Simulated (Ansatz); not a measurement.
The same path of H$_{3}$Si$_{2}$ (5 atoms, charge -1, multiplicity 1) was run twice with different band settings. Lost on the way: Si1–H3. Made: Si2–H3.

Level of theory: RHF/def2-TZVP in Ansatz.

Relaxed end points:

```xyz
5
Properties=species:S:1:pos:R:3
Si -1.439 0.868 -0.066
Si 0.579 0.053 0.164
H -1.993 -0.431 -0.652
H 1.113 -1.303 -0.166
H 1.740 0.813 0.720
```

```xyz
5
Properties=species:S:1:pos:R:3
Si -1.213 1.659 -0.985
Si 0.102 -0.026 0.013
H -0.907 -0.958 0.628
H 0.973 -0.945 -0.807
H 1.045 0.270 1.152
```

Common settings: movable images 9; spring 5.0 eV/Å²; start path through a guess of the saddle point; force threshold 0.03 eV/Å; iteration limit 60; end points relaxed.

| run | climbing image | optimiser |
| --- | --- | --- |
| 1 | yes | quadratic models (default) |
| 2 | from the first iteration | lbfgs |

Question: What does each run give, and how far can it be trusted?

Answer: Run 1: converged after 11 iterations, highest image 1.348 eV above the first end. A vibrational analysis at the climbing image gives one clearly imaginary mode, 710i cm⁻¹: a first-order saddle point.
Run 2: converged after 22 iterations, highest image 1.348 eV above the first end. Another band between the same ends (9 images) ends at a top of the same energy, where a vibrational analysis finds 1 clearly imaginary mode.
The orbitals stay closed-shell, which can raise the energy where a bond breaks towards radicals; this wasn't checked here. Limits of this set-up: an anion without diffuse functions, the dipole of an ion depends on the origin.
